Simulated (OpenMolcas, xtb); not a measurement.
# SiH2 (SMILES [H][Si][H]): the dipole moment, rung by rung

SiH2 has 3 atoms, charge 0, and is taken as a singlet. SMILES: `[H][Si][H]`. Geometry: relaxed at GFN2-xTB.

```xyz
3

Si    0.0052   -0.0082   -0.6557
H     1.1102   -0.0200    0.3374
H    -1.1155    0.0282    0.3183
```

Quantity: the dipole moment, in D. The values are calculated.

```json
{"level": "GFN0-xTB", "kind": "semi-empirical", "program": "xtb", "value (D)": "1.29"}
{"level": "HF/6-31G* (spherical functions)", "kind": "Hartree–Fock", "program": "OpenMolcas", "value (D)": "0.75"}
{"level": "SVWN5/6-31G* (spherical functions)", "kind": "LDA", "program": "OpenMolcas", "value (D)": "0.92"}
{"level": "PBE/6-31G* (spherical functions)", "kind": "GGA", "program": "OpenMolcas", "value (D)": "0.87"}
{"level": "r2SCAN/6-31G* (spherical functions)", "kind": "meta-GGA", "program": "OpenMolcas", "value (D)": "0.90"}
{"level": "B3LYP/6-31G* (spherical functions)", "kind": "global hybrid", "program": "OpenMolcas", "value (D)": "0.76"}
{"level": "M06-2X/6-31G* (spherical functions)", "kind": "hybrid meta-GGA", "program": "OpenMolcas", "value (D)": "0.72"}
{"level": "PBE0/6-31G* (spherical functions)", "kind": "global hybrid", "program": "OpenMolcas", "value (D)": "0.85"}
```

The values span 0.72 to 1.29 D. Magnitudes only: a small dipole may point the other way at some levels.
